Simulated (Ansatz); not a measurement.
Two structures of CH8AlN, closed shell, reached by relaxing down either side of one saddle point (PBE0-D4/def2-TZVP). Energies are electronic, without zero-point energy. Ansatz 0.2.0; basis: def2-TZVPP and def2-QZVPP; cores frozen in the correlated methods. Extrapolation: Hartree–Fock as exp(−7.88 √X), correlation as X^−2.97. First:

```
11
angstrom
Al 0.1222 -1.3291 0.9061
H 1.2944 -1.8751 -0.0447
H -1.3810 -1.7398 0.5215
H 0.4610 -1.1324 2.4623
H 0.9955 1.0391 0.5424
N 0.0959 0.6286 0.3103
C -0.1930 0.8051 -1.1211
H -0.5938 1.1179 0.8729
H -0.2012 1.8566 -1.4158
H -1.1627 0.3582 -1.3376
H 0.5625 0.2710 -1.6965
```

Second:

Al1  (-0.314, -0.987, 0.921)
H2  (2.392, -1.485, 0.643)
H3  (-0.433, -2.203, -0.087)
H4  (-0.122, -1.129, 2.487)
H5  (2.314, -0.753, 0.506)
N6  (-0.491, 0.647, 0.264)
C7  (-0.683, 1.044, -1.114)
H8  (-0.450, 1.441, 0.885)
H9  (0.138, 1.667, -1.490)
H10  (-1.616, 1.602, -1.262)
H11  (-0.734, 0.157, -1.751)
(Å)

**Question.** Which bonds change from the first to the second?

**Answer.** CH₅N ([CH3][NH2]) + AlH₃ → CH₆AlN ([CH3][NH][AlH2]) + H₂; bonds formed: H2–H5; dative contacts that become bonds: Al1–N6; bonds broken: Al1–H2, H5–N6.

**Question.** Give the saddle point's structure and its height above each. (To be estimated.)

**Answer.** By the calculation: 34.16 kcal/mol above the first and 21.50 kcal/mol above the second (CCSD(T) at an estimated basis limit (MP2 extrapolated from triple and quadruple zeta, plus CCSD(T) − MP2 in triple zeta)).
Al1  (-0.058, -1.190, 0.954)
H2  (1.690, -1.009, 0.451)
H3  (-0.705, -2.270, -0.009)
H4  (-0.051, -1.264, 2.537)
H5  (1.232, -0.151, 0.295)
N6  (-0.005, 0.574, 0.271)
C7  (-0.428, 0.928, -1.072)
H8  (-0.061, 1.353, 0.912)
H9  (0.076, 1.827, -1.436)
H10  (-1.510, 1.090, -1.145)
H11  (-0.180, 0.112, -1.758)
(Å)

T1 diagnostic: at most 0.011.

The step is the kind of exchange with an N–H group that builds nitride films in atomic layer and chemical vapour deposition.

Labels in which every atom is bracketed show which atoms are joined, not bond orders.

For scale, one of the runs: CCSD(T)/def2-TZVPP, 216 basis functions, launched by `ansatz run in.yaml --threads 2 --pin off --events-out ev --progress --plain --max-ram 4352MiB`. Hardware: 2 CPU threads of an Intel Xeon 6975P-C, shared host. Wall time 26 s; peak host memory 3.3 GiB.
